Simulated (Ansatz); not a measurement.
How the TA phonon frequency at X of zinc-blende CuCl moves with the method

No measured value is used here.

| level (code) | value (cm⁻¹) | cell (Å³/atom) |
|---|---|---|
| LDA (Ansatz) | 45 | 17.65 |
| PBE (Ansatz) | 37 | 19.94 |
| HSE06 (Ansatz) | [?] | 20.21 |

Q: Complete the blanks.

A: 
- HSE06 (Ansatz, a first-principles code), value (cm⁻¹): 46

Each level is taken at its own relaxed cell. K meshes differ between the levels. Ansatz's density-functional and Hartree–Fock values are scalar-relativistic unless marked +SOC, with PAW data made under PBE.
